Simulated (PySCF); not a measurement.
Structure problem from calculated spectra and properties.

Formula: C4H6ClF.

- Dipole: 0.45 D [PBE0/def2-SVPD]
- Polarisability: 63.3 au [PBE0/def2-SVPD]
- Triplet: lowest triplet excitation (Tamm–Dancoff): 4.50 eV [TDA PBE0/def2-SVPD]
- UV, strongest line: among the 6 lowest singlet transitions: S4 at 7.52 eV (165 nm, f = 0.123) [TDDFT PBE0/def2-SVPD]
- Rotational structure: rotational constants A, B, C: 3.555, 2.183, 1.437 GHz [GFN2-xTB]
- NMR, other nuclei: isotropic shieldings of nuclei other than C and H, by class: 407 (1 F), 870 (1 Cl) ppm [GIAO PBE0/pcSseg-1]
- UV, first state: lowest singlet excitation: 6.94 eV (179 nm, f = 0.033) [TDDFT PBE0/def2-SVPD]
- 13C NMR: chemical shifts (computed TMS as zero) by class: 141.8 (1 C), 123.5 (1 C), 90.5 (1 C), 64.6 (1 C) ppm [GIAO PBE0/pcSseg-1]
- 1H NMR: chemical shifts (computed TMS as zero) by class: 6.61 (1 H), 6.08 (1 H), 5.74 (1 H), 4.93 (1 H), 4.68 (1 H), 4.36 (1 H) ppm [GIAO PBE0/pcSseg-1]

Electronic properties: PySCF, gas phase, density fitting. Levels stand in brackets. Isolated species at its GFN2-xTB geometry (one conformer only). Each NMR value is the plain mean over a class of atoms that symmetry, rotation or inversion makes alike.

Task: Give a SMILES that accounts for the data.

Result: Numbering: `[CH2:1]=[CH:2][C@@H:3]([Cl:4])[CH2:5][F:6]`. Its formula, C4H6ClF, gives 1 degree of unsaturation: 0 rings and 1 π bond in the structure found. 4 carbons fall into 4 classes; from least to most shielded: alkene CH carbon [C2] (141.8 ppm), terminal =CH2 carbon [C1] (123.5 ppm), sp3 C–F carbon [C5] (90.5 ppm), sp3 C–Cl carbon [C3] (64.6 ppm). Hydrogen classes from least to most shielded: 1 H on an alkene CH carbon, C2 (6.61 ppm), 1 H on a terminal =CH2 carbon, C1 (6.08 ppm), 1 H on a terminal =CH2 carbon, C1 (5.74 ppm), 1 H on an sp3 C–F carbon, C5 (4.93 ppm), 1 H on an sp3 C–Cl carbon, C3 (4.68 ppm), 1 H on an sp3 C–F carbon, C5 (4.36 ppm). The other shieldings belong to: 407 ppm, alkyl fluorine [F6]; 870 ppm, alkyl chlorine [Cl4]. The optimised geometry has point group C1 and is an asymmetric top. Structure: `C=C[C@@H](Cl)CF`. Computed isomers that give other values at the same levels: `C/C=C(/F)CCl` (13C chemical shifts (computed TMS as zero) by class: 167.7 (1 C), 116.9 (1 C), 46.1 (1 C), 14.4 (1 C) ppm); `FCC/C=C/Cl` (lowest singlet excitation: 6.54 eV (189 nm, f = 0.320)); `FC1(CCl)CC1` (13C chemical shifts (computed TMS as zero) by class: 80.6 (1 C), 47.2 (1 C), 9.3 (2 C) ppm). The assignments are read from this structure; whether some other isomer fits the data as well wasn't checked. The mirror image fits equally.

The values belong to the conformer `[CH2:1]=[CH:2][C@@H:3]([Cl:4])[CH2:5][F:6]`: C1–C2–C3–Cl4 -2°, C2–C3–C5–F6 65°.
